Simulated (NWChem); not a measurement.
# One shape, several levels: doublet [C5H6]+

We compute a comparison of 6 runs (USVWN5/def2-SVP, U-r2SCAN/def2-SVP, U-revPBE/def2-SVP, UBLYP/def2-SVP, UM06-L/def2-SVP, UPBE/def2-SVP) of doublet [C5H6]+. 

The results are computed with NWChem 7.3.0.

1 further run of the same task is left out (set aside as unsound or not needed).

### Step 1. The system as given

[C5H6]+: 11 atoms, total charge +1, spin state doublet. As SMILES of the parent species, `C#CC(=C)C`. The shape is that of a PBE0-D4/def2-TZVP optimisation. That shape belongs to the parent species and isn't relaxed for this state.

Bond lengths: C1–C2 1.203 Å, C2–C3 1.426 Å, C3–C4 1.335 Å, C3–C5 1.500 Å, C1–H6 1.064 Å, C4–H7 1.084 Å, C4–H8 1.082 Å, C5–H9 1.093 Å, C5–H10 1.093 Å, C5–H11 1.090 Å. Some angles: C1–C2–C3 177.6°, C2–C3–C4 120.8°, C2–C3–C5 116.1°, C4–C3–C5 123.1°, C2–C1–H6 179.2°, C3–C4–H7 120.7°, C3–C4–H8 121.4°, C3–C5–H9 110.6°, C3–C5–H10 110.6°, C3–C5–H11 110.8°.

### Step 2. The energy at USVWN5/def2-SVP (run 1)

Input file c5h6.nw:

```
start c5h6
memory total 2200 mb
charge 1
geometry units angstroms noautosym nocenter noautoz
 C    -1.345100    1.765600    1.023600
 C    -0.786700    0.836000    0.502900
 C    -0.073000   -0.237900   -0.105500
 C    -0.718400   -1.309500   -0.570900
 C     1.416500   -0.080200   -0.182900
 H    -1.852900    2.580700    1.482100
 H    -0.174900   -2.125300   -1.033200
 H    -1.795300   -1.393800   -0.500600
 H     1.842600    0.040200    0.816500
 H     1.678700    0.815000   -0.752400
 H     1.874100   -0.947800   -0.659100
end
basis spherical bse
 * library def2-SVP
end
dft
 xc slater vwn_5
 mult 2
 grid fine
 convergence energy 1e-08
 iterations 100
 mulliken
 print low
end
task dft energy
```

Launch:

```sh
nwchem c5h6.nw > c5h6.out
```

The log of the run:

```text
[...]
 d= 0,ls=0.0,diis     1   -191.6722368848 -3.35D+02  7.05D-03  2.57D-01     1.5
[...]
 d= 0,ls=0.5,diis    37   -191.7484951799 -9.92D-09  8.72D-08  2.19D-08    43.3
[...]
         Total DFT energy =     -191.748495187325
      One electron energy =     -534.653300479014
           Coulomb energy =      226.483369291722
    Exchange-Corr. energy =      -27.055784177666
 Nuclear repulsion energy =      143.477220177633
[...]
      Total Density - Mulliken Population Analysis
     ---------------------------------------------
    Atom       Charge   Shell Charges
 -----------   ------   -------------------------------------------------------
    1 C    6     6.19   1.98  0.96  0.69  1.99  0.55  0.02
    2 C    6     5.59   1.98  0.92  0.21  2.07  0.38  0.03
    3 C    6     6.15   1.98  0.95  0.17  2.08  0.93  0.05
    4 C    6     5.90   1.98  0.94  0.29  2.04  0.63  0.02
    5 C    6     6.06   1.98  0.90  0.13  2.19  0.84  0.02
    6 H    1     0.86   0.69  0.14  0.02
    7 H    1     0.85   0.70  0.13  0.02
    8 H    1     0.84   0.70  0.12  0.02
    9 H    1     0.84   0.68  0.14  0.02
   10 H    1     0.84   0.68  0.13  0.02
[...]
      <S2> =      0.7529 (Exact =     0.7500)
[...]
```

Wall time 45 s (1 thread of Intel Xeon 6975P-C (Granite Rapids), shared host); peak memory 0.11 GiB.

### Step 3. A single-point energy at U-r2SCAN/def2-SVP (run 2)

Input file work.xyz:

```xyz
11
C5H6 r2SCAN
C     -1.345100     1.765600     1.023600
C     -0.786700     0.836000     0.502900
C     -0.073000    -0.237900    -0.105500
C     -0.718400    -1.309500    -0.570900
C      1.416500    -0.080200    -0.182900
H     -1.852900     2.580700     1.482100
H     -0.174900    -2.125300    -1.033200
H     -1.795300    -1.393800    -0.500600
H      1.842600     0.040200     0.816500
H      1.678700     0.815000    -0.752400
H      1.874100    -0.947800    -0.659100
```

Input file work.nw:

```
start work
title "C5H6 r2SCAN"
memory stack 880 mb heap 220 mb global 1100 mb
charge 1
geometry units angstrom noautosym nocenter noautoz
 load format xyz work.xyz
end
basis spherical bse
 * library def2-SVP
end
dft
 xc r2scan
 mult 2
 grid fine
 convergence energy 1e-08
 maxiter 100
 mulliken
 noprint "final vectors analysis"
end
task dft energy
```

Launch:

```sh
nwchem work.nw > work.out
```

The log of the run:

```text
[...]
          Wavefunction type:  spin polarized.
          No. of atoms     :    11
          No. of electrons :    35
[...]
          Charge           :     1
          Spin multiplicity:     2
[...]
          AO basis - number of functions:   100
[...]
              XC Information
              --------------
                      r^2SCAN Method XC Functional
               r^2SCAN metaGGA Exchange Functional  1.000
                     r^2SCAN Correlation Potential  1.000
[...]
 d= 0,ls=0.0,diis     1   -193.3823562721 -3.37D+02  5.93D-03  1.55D-01     3.0
[...]
 d= 0,ls=0.0,diis    15   -193.4529521454 -5.21D-09  4.26D-07  3.53D-10    44.5
[...]
         Total DFT energy =     -193.452952145382
      One electron energy =     -534.555596293088
           Coulomb energy =      226.444516964413
    Exchange-Corr. energy =      -28.819092994340
 Nuclear repulsion energy =      143.477220177633
[...]
      Total Density - Mulliken Population Analysis
     ---------------------------------------------
    Atom       Charge   Shell Charges
 -----------   ------   -------------------------------------------------------
    1 C    6     6.14   1.99  0.96  0.65  1.95  0.56  0.02
    2 C    6     5.62   1.99  0.94  0.17  2.04  0.46  0.03
    3 C    6     6.22   1.99  0.97  0.22  2.04  0.96  0.05
    4 C    6     5.83   1.99  0.95  0.27  2.00  0.60  0.03
    5 C    6     5.96   1.99  0.91  0.12  2.13  0.80  0.02
    6 H    1     0.86   0.71  0.12  0.03
    7 H    1     0.86   0.73  0.11  0.03
    8 H    1     0.86   0.73  0.11  0.03
    9 H    1     0.87   0.72  0.12  0.03
   10 H    1     0.87   0.72  0.12  0.03
[...]
      <S2> =      0.7687 (Exact =     0.7500)
[...]
```

Run time: 45 s. Hardware: 1 thread of Intel Xeon 6975P-C (Granite Rapids), shared host; peak memory 0.12 GiB.

Runs 3 to 5 aren't shown in full; the table further down has their settings and results.

### Step 4. The energy at UPBE/def2-SVP (run 6)

c5h6.nw: that of step 2 with these lines changed.

```diff
@@ -3,3 +3,3 @@
 charge 1
-geometry units angstroms noautosym nocenter noautoz
+geometry units angstrom noautosym nocenter noautoz
  C    -1.345100    1.765600    1.023600
@@ -20,3 +20,3 @@
 dft
- xc slater vwn_5
+ xc xpbe96 cpbe96
  mult 2
@@ -26,4 +26,3 @@
  mulliken
- print low
 end
-task dft energy
+task dft
```

Launch:

```sh
nwchem c5h6.nw > c5h6.out
```

The log of the run:

```text
[...]
          Wavefunction type:  spin polarized.
          No. of atoms     :    11
          No. of electrons :    35
[...]
          Charge           :     1
          Spin multiplicity:     2
[...]
          AO basis - number of functions:   100
[...]
              XC Information
              --------------
          PerdewBurkeErnzerhof Exchange Functional  1.000
            Perdew 1991 LDA Correlation Functional  1.000 local
           PerdewBurkeErnz. Correlation Functional  1.000 non-local
[...]
 d= 0,ls=0.0,diis     1   -193.2424968648 -3.37D+02  6.61D-03  1.75D-01     2.5
[...]
 d= 0,ls=0.0,diis    14   -193.3139670706 -1.40D-09  3.60D-07  1.20D-09    32.5
[...]
         Total DFT energy =     -193.313967070619
      One electron energy =     -534.690076754180
           Coulomb energy =      226.577010992044
    Exchange-Corr. energy =      -28.678121486115
 Nuclear repulsion energy =      143.477220177633
[...]
      Total Density - Mulliken Population Analysis
     ---------------------------------------------
    Atom       Charge   Shell Charges
 -----------   ------   -------------------------------------------------------
    1 C    6     6.17   1.98  0.97  0.71  1.97  0.51  0.02
    2 C    6     5.57   1.99  0.94  0.18  2.06  0.37  0.03
    3 C    6     6.19   1.98  0.97  0.18  2.07  0.94  0.05
    4 C    6     5.82   1.99  0.96  0.25  2.02  0.58  0.02
    5 C    6     5.93   1.98  0.92  0.07  2.16  0.78  0.02
    6 H    1     0.89   0.72  0.15  0.03
    7 H    1     0.88   0.73  0.13  0.02
    8 H    1     0.88   0.73  0.13  0.02
    9 H    1     0.88   0.71  0.14  0.03
   10 H    1     0.88   0.71  0.14  0.03
[...]
      <S2> =      0.7564 (Exact =     0.7500)
[...]
```

Run time: 33 s. Hardware: 1 thread of Intel Xeon 6975P-C (Granite Rapids), shared host; peak memory 0.11 GiB.

### Step 5. All runs side by side

| run | level | energy (Eh) | ⟨S²⟩ | wall time |
| --- | --- | --- | --- | --- |
| 1 | USVWN5/def2-SVP | -191.748495 | 0.753 | 45 s |
| 2 | U-r2SCAN/def2-SVP | -193.452952 | 0.769 | 45 s |
| 3 | U-revPBE/def2-SVP | -193.529961 | 0.757 | 32 s |
| 4 | UBLYP/def2-SVP | -193.489792 | 0.755 | 34 s |
| 5 | UM06-L/def2-SVP | -193.550043 | 0.760 | 45 s |
| 6 | UPBE/def2-SVP | -193.313967 | 0.756 | 33 s |

### Step 6. Outcome

| quantity | value |
| --- | --- |
| run 6: total energy | -193.31397 Eh |
| run 6: HOMO energy (highest over α and β) | -13.03 eV |
| run 6: LUMO energy (lowest over α and β) | -12.00 eV |
| run 6: ⟨S²⟩ | 0.756 |

**Reading.** Totals of different functionals can't be ranked against each other. All runs together took 3.9 min, the longest 45 s.
